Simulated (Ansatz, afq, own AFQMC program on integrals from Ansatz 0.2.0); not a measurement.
**Breaking C2–C3 in C3H9N, singlet**

```yaml
atoms:
  - { symbol: C, position_ang: [-0.8127, 0.9189, -0.6597] }
  - { symbol: C, position_ang: [-0.0925, -0.3157, -0.1380] }
  - { symbol: C, position_ang: [1.3899, -0.0484, 0.0772] }
  - { symbol: N, position_ang: [-0.6909, -0.7142, 1.1276] }
  - { symbol: H, position_ang: [-1.8827, 0.7141, -0.8276] }
  - { symbol: H, position_ang: [-0.7377, 1.7389, 0.0717] }
  - { symbol: H, position_ang: [-0.3846, 1.2571, -1.6156] }
  - { symbol: H, position_ang: [-0.1776, -1.1049, -0.9195] }
  - { symbol: H, position_ang: [1.8797, 0.2630, -0.8579] }
  - { symbol: H, position_ang: [1.9083, -0.9508, 0.4405] }
  - { symbol: H, position_ang: [1.5268, 0.7442, 0.8296] }
  - { symbol: H, position_ang: [-1.6761, -0.9378, 0.9973] }
  - { symbol: H, position_ang: [-0.2498, -1.5643, 1.4745] }
```

Products: C2H6N (doublet; CH3–CH–NH2) and CH3 (doublet), each relaxed with PBE0/def2-SVP like the molecule; electronic energies without zero-point terms. Determinants: RHF, UHF and UHF in that order.

Basis def2-TZVP. Noble-gas cores (and the filled d shells of Ga–Kr and In–Xe) are frozen. Ansatz 0.2.0 and our own AFQMC program on the same integrals; the CISD trial comes from CCSD amplitudes, and released means the phaseless constraint is let go. Error bars are statistical, one sigma. The errors of all members are added in quadrature.

No full CI on the walks' own integrals is used here. The released AFQMC energy serves as the reference, which it does only where one determinant dominates, the energy is flat over the last release times and near the phaseless one (40 meV or 2 meV an electron, half that with transition metals). On small molecules, where full CI could be run and the noise was under 10 meV, such values lay within 10 meV of it in 19 cases of 20, a flattering rate, since the rule was set on those same cases; what remains of the bias isn't in the error bar. Each member takes its own surest rung, up to full CI.

The best estimate is CCSD(T) at the basis-set limit (CBS: def2-TZVPP and def2-QZVPP, with their diffuse functions for anions and beside diffuse sets, CCSD(T) itself extrapolated) plus the step from CCSD(T) to AFQMC with the constraint released in def2-TZVP. Rows without CBS are in def2-TZVP; B2PLYP and the wave-function rows carry a basis error of their own. Core correlation and relativity beyond core potentials are missing, and ± holds the sampling alone.

Cautions: C₃H₉N (singlet): the released value is read at 0.63 1/Eh with a noise of 24 meV, more than in the cases checked, later times being too noisy (meV from the phaseless value at times in 1/Eh: 6 ± 22 at 0.21, 2 ± 26 at 0.42, -27 ± 24 at 0.63, -7 ± 57 at 0.90); C₂H₆N (doublet): the released value is read at 0.99 1/Eh with a noise of 12 meV, more than in the cases checked, later times being too noisy (meV from the phaseless value at times in 1/Eh: 11 ± 11 at 0.24, 21 ± 11 at 0.51, 34 ± 12 at 0.99, 37 ± 24 at 1.50).

Best estimate: 378.3 ± 2.6 kJ/mol.

```json
{"level": "HF", "bond energy (kJ/mol)": "247.1", "error against the best estimate (kJ/mol)": "-131.2 ± 2.6"}
{"level": "MP2", "bond energy (kJ/mol)": "386.9", "error against the best estimate (kJ/mol)": "8.7 ± 2.6"}
{"level": "CCSD", "bond energy (kJ/mol)": "357.3", "error against the best estimate (kJ/mol)": "-21.0 ± 2.6"}
{"level": "CCSD(T)", "bond energy (kJ/mol)": "367.3", "error against the best estimate (kJ/mol)": "-10.9 ± 2.6"}
{"level": "ph-AFQMC/CISD", "bond energy (kJ/mol)": "365.6 ± 2.2", "error against the best estimate (kJ/mol)": "-12.7 ± 3.4"}
{"level": "released AFQMC", "bond energy (kJ/mol)": "371.5 ± 2.6", "error against the best estimate (kJ/mol)": "-6.8"}
{"level": "HF/CBS", "bond energy (kJ/mol)": "246.2", "error against the best estimate (kJ/mol)": "-132.1 ± 2.6"}
{"level": "MP2/CBS", "bond energy (kJ/mol)": "395.7", "error against the best estimate (kJ/mol)": "17.4 ± 2.6"}
{"level": "CCSD(T)/CBS", "bond energy (kJ/mol)": "374.1", "error against the best estimate (kJ/mol)": "-4.1 ± 2.6"}
{"level": "PBE", "bond energy (kJ/mol)": "348.4", "error against the best estimate (kJ/mol)": "-29.9 ± 2.6"}
{"level": "r2SCAN", "bond energy (kJ/mol)": "331.0", "error against the best estimate (kJ/mol)": "-47.3 ± 2.6"}
{"level": "PBE0", "bond energy (kJ/mol)": "349.7", "error against the best estimate (kJ/mol)": "-28.6 ± 2.6"}
{"level": "B3LYP", "bond energy (kJ/mol)": "331.2", "error against the best estimate (kJ/mol)": "-47.1 ± 2.6"}
{"level": "wB97M-V", "bond energy (kJ/mol)": "370.9", "error against the best estimate (kJ/mol)": "-7.4 ± 2.6"}
{"level": "B2PLYP", "bond energy (kJ/mol)": "349.9", "error against the best estimate (kJ/mol)": "-28.3 ± 2.6"}
```

Correlation beyond CCSD(T) changes it by less than twice the noise. Going to the basis-set limit adds 6.8 kJ/mol at CCSD(T). The perturbative (T) step is worth +10.1 kJ/mol. The functionals spread over 40.0 kJ/mol; wB97M-V comes nearest and r2SCAN is 47.3 kJ/mol too low.

Best estimates are given only where the step beyond CCSD(T) is under 0.3 eV and no member's determinant is very poor (T1 over 0.05, or 0.07 for open shells, ⟨S²⟩ too high by 0.3, two states mixed), so the hardest cases are missing from such tables.

The functionals ran in a triple-zeta set and keep a basis error of their own, a few kJ/mol for each bond in atomization energies and more for double hybrids, so close places among them and the extrapolated levels can swap.

Each member of a difference takes its own highest rung, so a best estimate needn't equal the limit plus the step of one row. Released energies are given only where the last usable release times agree within the noise; a slower fall can still hide under it.
